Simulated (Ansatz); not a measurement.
For Bi2S3 (Pnma, No. 62), PBE-D3(BJ) (Ansatz, a quantum-chemistry and plane-wave program, plane waves, PAW) gives:

```
Property                 Value
---------------  -------------
volume per atom  24.30 Å³/atom
cohesive energy   3.58 eV/atom
```

Question: What does r²SCAN+rVV10 in Ansatz (PAW) give for the same quantities?

Answer: 
- equilibrium volume per atom: 25.07 Å³/atom (increases by 3.2 %)
- cohesive energy: 3.32 eV/atom (shrinks by 0.26 eV/atom)

Changes are worked out from the printed values.

Unless a cell is named, each level is at its own relaxed cell (PBE-D3(BJ) 24.30, r²SCAN+rVV10 25.07 Å³/atom).

Levels without +SOC leave out spin–orbit coupling, which shifts energies and cells of such heavy elements.

Caveats: the relaxation could not lower the start's symmetry, so the cell can be a saddle point above a distorted one (PBE-D3(BJ), r²SCAN+rVV10). Ansatz's density-functional and Hartree–Fock values are scalar-relativistic unless marked +SOC, with PAW data made under PBE.
